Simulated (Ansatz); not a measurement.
Calculated with Ansatz (gas phase, PBE0-D4/def2-TZVP geometries, no zero-point term in ΔE). CCSD(T)/CBS is the MP2 limit (def2-TZVPP, def2-QZVPP) plus CCSD(T) − MP2 in def2-TZVPP, frozen cores. DFT in def2-TZVPP. B3LYP here is the variant with VWN-RPA as its local correlation; programs differ in this. One conformer a species, not always the lowest.

`OC(O)=NP` + `CN[SiH3]` → `[SiH3]NP` + `CN=C(O)O`  (formal exchange of groups at a P–N bond)

| level | ΔE (kJ/mol) | difference from CCSD(T)/CBS |
| --- | --- | --- |
| PBE-D4 | -3.6 | 6.9 |
| B3LYP-D4 | -7.7 | 2.8 |
| ωB97X-V | -8.4 | 2.1 |
| ωB97M-V | -9.9 | 0.6 |
| PBE | -3.2 | 7.3 |
| r2SCAN | -4.9 | 5.6 |
| HF/def2-TZVPP | -10.0 | 0.5 |
| MP2/def2-TZVPP | -9.4 | 1.1 |
| SCS-MP2/def2-QZVPP | -10.7 | -0.2 |
| CCSD/CBS(def2) | -12.0 | -1.5 |
| CCSD(T)/CBS | -10.5 | 0 |

Largest T1 diagnostic among the species: 0.014.
